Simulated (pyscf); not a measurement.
PySCF, gas phase, ωB97X-D3(BJ)/def2-SVP geometries.

Task: For the elementary gas-phase step `[NH3]` + `[NH2][TiH]([NH2])[NH2]` → `[NH2][Ti]([NH2])([NH2])[NH2]` + `[H][H]` (singlet surface; H–N, H–Ti broken, N–Ti, H–H formed), what barrier and reaction energy does HF/def2-TZVP give, measured from the separated reactants?

Result: ΔE‡ = 106.6 kJ/mol, ΔE = -52.6 kJ/mol. ωB97M-D3(BJ)/def2-TZVP gives 47.2 kJ/mol and -66.4 kJ/mol. Zero-point energy shifts the barrier by -1.6 kJ/mol. It is a four-centre exchange, with an imaginary mode of 1308i cm⁻¹. On the reactant side the descent ends in an adduct with a N–Ti contact (not fully relaxed), 56.7 kJ/mol under the separated species and 94.4 kJ/mol under the saddle at ωB97X-D3(BJ)/def2-TZVP. What is counted as formed (N–Ti) is already present as a longer contact in the reactant adduct; forming that adduct is a step of its own. At the saddle there is also a short H–Ti contact that neither side keeps. At ωB97X-D3(BJ) the barrier from the zero used here is 37.7 kJ/mol. One saddle was located; it need not be the lowest between these sides.
